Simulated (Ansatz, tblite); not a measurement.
**(BeO)2 ring (Be2O2): a ladder of methods and basis sets**

The task here is to estimate one member of a computed series from the others.

Computed with Ansatz 0.2.0, Gaussian basis. Level: as each input shows.

The runs, in order: GFN1-xTB, GFN2-xTB, PBE-D4/def2-TZVP, r2SCAN-D4/def2-TZVP, HSE06-D4/def2-TZVP, r2SCAN0-D4/def2-TZVP, CAM-B3LYP-D4/def2-TZVP, HF/def2-TZVP, PBE-QIDH/def2-TZVP, BLYP-D4/def2-TZVP, B97M-V/def2-TZVP, PBE-D4/def2-SVP, PBE0-D4/def2-SVP, HF/6-31G, B3LYP-D4/6-31G, PBE0-D4/def2-TZVPD, PBE-D4/def2-TZVPD, r2SCAN-D4/def2-TZVPD, CCSD(T)/def2-TZVPP, MP2/def2-TZVP, RPA/def2-TZVP, CCSD(T)/def2-TZVPD.

### The geometry

The geometry is that of the singlet, from an earlier relaxation (PBE-D4/def2-TZVP).

4 atoms, charge 0, spin multiplicity 1.

Bond lengths: Be1–O2 1.495 Å, Be1–O4 1.495 Å, O2–Be3 1.495 Å, Be3–O4 1.495 Å. Angles: O2–Be1–O4 108.9°, Be1–O2–Be3 71.1°, O2–Be3–O4 108.9°, Be1–O4–Be3 71.1°.

PBE0-D4/def2-TZVP was run before; its log isn't repeated, and its numbers join the tables.

Set-up of the first run:

Tight binding, by tblite at 300 K electronic temperature and without a spin-polarisation term:

```python
tblite.interface.Calculator('GFN1-xTB', numbers, positions, charge=0, uhf=0).singlepoint()
```

Tight binding, by tblite at 300 K electronic temperature and without a spin-polarisation term:

```python
tblite.interface.Calculator('GFN2-xTB', numbers, positions, charge=0, uhf=0).singlepoint()
```

start.molden holds the orbitals of an earlier run on this state, given as this run's starting guess.

File in.yaml:

```yaml
crystal:
  periodic: [false, false, false]
  atoms:
    - {symbol: Be, position_ang: [-0.436282, -0.483285, -0.575883]}
    - {symbol: O, position_ang: [1.049861, -0.330196, -0.518211]}
    - {symbol: Be, position_ang: [0.436275, 0.483201, 0.575935]}
    - {symbol: O, position_ang: [-1.049864, 0.330269, 0.518159]}
basis:
  gaussian: {orbitals: def2-TZVP, initial_orbitals: start.molden}
hamiltonian: {xc: pbe, dispersion: d4}
scf: {omitted_lower_state_checks: [starts]}
output: {forces: true, orbitals: {seedname: orbitals}}
```

Run with:

```bash
> ansatz run in.yaml --threads 4 --pin off --events-out ev --progress --plain --max-ram 3916MiB
```

Among the steps run: PBE-D4/def2-TZVP; r2SCAN-D4/def2-TZVP; HSE06-D4/def2-TZVP; r2SCAN0-D4/def2-TZVP; CAM-B3LYP-D4/def2-TZVP; HF/def2-TZVP; PBE-QIDH/def2-TZVP; BLYP-D4/def2-TZVP; B97M-V/def2-TZVP; PBE-D4/def2-SVP; PBE0-D4/def2-SVP; HF/6-31G; B3LYP-D4/6-31G; PBE0-D4/def2-TZVPD; PBE-D4/def2-TZVPD; r2SCAN-D4/def2-TZVPD; CCSD(T)/def2-TZVPP; MP2/def2-TZVP; RPA/def2-TZVP; CCSD(T)/def2-TZVPD.

One of the session's tables, all rows but one given; the rest of the session is left out.

| level | HOMO (eV) | LUMO (eV) | gap (eV) |
| --- | --- | --- | --- |
| HF/6-31G | -11.31 | 0.32 | 11.64 |
| HF/def2-TZVP | -11.17 | -0.05 | 11.12 |
| PBE-D4/def2-SVP | -5.99 | -3.37 | 2.62 |
| PBE-D4/def2-TZVP | -5.97 | -3.25 | 2.72 |
| PBE-D4/def2-TZVPD | -6.08 | -3.29 | 2.79 |
| BLYP-D4/def2-TZVP | -5.87 | -3.29 | 2.59 |
| r2SCAN-D4/def2-TZVP | -6.21 | -2.71 | 3.49 |
| r2SCAN-D4/def2-TZVPD | -6.30 | -2.75 | 3.55 |
| B97M-V/def2-TZVP | -6.17 | -3.04 | 3.13 |
| B3LYP-D4/6-31G | -7.09 | -2.80 | 4.29 |
| PBE0-D4/def2-SVP | -7.50 | -2.55 | 4.95 |
| PBE0-D4/def2-TZVP | ? | ? | ? |
| PBE0-D4/def2-TZVPD | -7.52 | -2.47 | 5.04 |
| r2SCAN0-D4/def2-TZVP | -7.62 | -2.11 | 5.51 |
| HSE06-D4/def2-TZVP | -7.02 | -2.79 | 4.23 |
| CAM-B3LYP-D4/def2-TZVP | -8.90 | -1.71 | 7.20 |

Estimate the missing values for PBE0-D4/def2-TZVP.

As computed: HOMO (eV): -7.43; LUMO (eV): -2.43; gap (eV): 4.99. In the column «HOMO (eV)» it lies between PBE0-D4/def2-SVP (-7.50) and B3LYP-D4/6-31G (-7.09).
